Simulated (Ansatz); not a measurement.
## Scan of HMgGe, quartet

Starting geometry (PBE0/def2-TZVP stationary point for this spin, not checked as a minimum):

```xyz
3

Ge    0.0000    0.0000    2.2675
Mg    0.0000    0.0000   -0.2851
H     0.0000    0.0000   -1.9824
```

From there H3 moves along the line of the two atoms named below, all else staying in place; atoms are numbered as listed. Energies are in eV, counted from the starting geometry at the same level.

Basis 6-31G (Cartesian d functions); Ansatz 0.2.0. Only valence electrons are correlated (noble-gas cores and the filled d shells of p-block atoms frozen). R marks a restricted (for open shells ROHF) determinant, U an unrestricted one. Active spaces: valence = (7e, 9o) chosen from the atoms' valence shells. No spin–orbit coupling is included, and no scalar relativity. The metal's outer-core shells are frozen, which leaves out core–valence correlation.

Unrestricted rows (U) aren't spin-pure: their determinants' ⟨S²⟩ exceeds S(S+1) by up to 0.68, so they mix in states of higher spin. Runs in a small pair space aren't shown, since their orbitals change along the scan.

Full CI is exact within this basis and frozen core; it isn't the basis-set limit. The frozen core follows each run's orbitals, which can shift R against U totals by a few meV for light atoms and by up to 0.1 eV past Ca.

| distance Mg2-H3 (Å) | full CI | unpaired electrons (full CI) | error UMP2 | error RCCSD(T) | error UCCSDT | error UCCSDT(Q) | error CASSCF (valence space) | error MRCISD (valence space) |
| --- | --- | --- | --- | --- | --- | --- | --- | --- |
| 1.352 | 1.028 | 3.02 | -0.031 | -0.002 | 0.000 | 0.000 | 0.002 | -0.001 |
| 1.531 | 0.231 | 3.02 | -0.021 | -0.001 | 0.000 | 0.000 | 0.002 | 0.000 |
| 1.697 | 0.000 | 3.02 | 0.000 | 0.000 | 0.000 | 0.000 | 0.000 | 0.000 |
| 1.900 | 0.072 | 3.03 | 0.040 | 0.002 | 0.000 | 0.000 | -0.004 | 0.000 |
| 2.054 | 0.261 | 3.05 | 0.084 | 0.004 | 0.001 | 0.000 | -0.007 | 0.001 |
| 2.314 | 0.676 | 3.09 | 0.226 | 0.010 | 0.002 | 0.001 | -0.008 | 0.003 |
| 2.684 | 1.232 | 3.22 | 0.286 | 0.025 | 0.003 | 0.001 | 0.010 | 0.005 |
| 3.095 | 1.587 | 3.34 | 0.202 | 0.020 | 0.004 | 0.002 | 0.041 | 0.000 |
| 3.786 | 1.710 | 3.27 | 0.202 | 0.016 | 0.006 | 0.003 | 0.033 | -0.002 |
| 4.533 | 1.720 | 3.27 | 0.216 | 0.016 | 0.006 | 0.003 | 0.028 | -0.003 |
| 5.904 | 1.725 | 3.27 | 0.220 | 0.017 | 0.006 | 0.003 | 0.027 | -0.003 |

Unpaired electrons are Σ n²(2−n)² over natural occupations. Errors are those of relative energies. In total energy the starting point itself misses full CI by: UMP2 0.471, RCCSD(T) 0.014, UCCSDT -0.002, UCCSDT(Q) -0.003, CASSCF (valence space) 0.521, MRCISD (valence space) 0.014 eV.

Spread of the error over the points with a reference, to 5.904 Å (largest less smallest): UCCSDT(Q) 0.003, UCCSDT 0.006, MRCISD (valence space) 0.008, RCCSD(T) 0.026, CASSCF (valence space) 0.049, UMP2 0.317 eV.
